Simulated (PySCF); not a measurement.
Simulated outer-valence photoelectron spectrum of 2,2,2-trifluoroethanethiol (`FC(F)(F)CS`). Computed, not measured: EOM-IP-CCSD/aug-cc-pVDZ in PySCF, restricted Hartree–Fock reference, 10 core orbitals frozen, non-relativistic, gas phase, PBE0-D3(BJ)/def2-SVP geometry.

Each root has a Gaussian of 0.6 eV full width with its one-hole share as area; cross sections and vibrations are left out, and the highest printed point is 100.

| ionisation energy (eV) | intensity |
| --- | --- |
| 9.2 | 1 |
| 9.4 | 6 |
| 9.6 | 22 |
| 9.8 | 45 |
| 10.0 | 49 |
| 10.2 | 29 |
| 10.4 | 9 |
| 10.6 | 2 |
| 10.8 | 0 |
| 11.0 | 0 |
| 11.2 | 0 |
| 11.4 | 0 |
| 11.6 | 0 |
| 11.8 | 0 |
| 12.0 | 3 |
| 12.2 | 14 |
| 12.4 | 36 |
| 12.6 | 51 |
| 12.8 | 39 |
| 13.0 | 16 |
| 13.2 | 4 |
| 13.4 | 1 |
| 13.6 | 5 |
| 13.8 | 25 |
| 14.0 | 68 |
| 14.2 | 100 |
| 14.4 | 84 |
| 14.6 | 52 |
| 14.8 | 57 |
| 15.0 | 84 |
| 15.2 | 93 |
| 15.4 | 78 |
| 15.6 | 67 |
| 15.8 | 60 |
| 16.0 | 53 |
| 16.2 | 55 |
| 16.4 | 49 |
| 16.6 | 27 |
| 16.8 | 8 |
| 17.0 | 1 |
| 17.2 | 0 |

Where are the maxima, and how many lines lie under the curve?

5 maxima, at 9.9, 12.6, 14.2, 15.2 and 16.2 eV, from 8 lines. At this width some lines have no maximum of their own.

List the lines with their holes.

```csv
E (eV),leading hole (HF orbital),area,Koopmans (eV)
9.93,HOMO,0.96,10.49
12.61,HOMO-1,0.96,13.33
14.19,HOMO-3,0.95,16.00
14.27,HOMO-2,0.96,15.16
15.00,HOMO-5,0.95,17.78
15.24,HOMO-4,0.95,17.07
15.73,HOMO-6,0.95,18.23
16.31,HOMO-7,0.95,18.35
```

The widest gap, 2.68 eV, lies between 9.93 and 12.61 eV. Only orbitals with −ε under 21 eV, eight at most, were ionised, so the high end of the curve may lack lines.

The values belong to the conformer `[F:1][C:2]([F:3])([F:4])[CH2:5][SH:6]`: F1–C2–C5–S6 -60°, H–S6–C5–C2 67°.
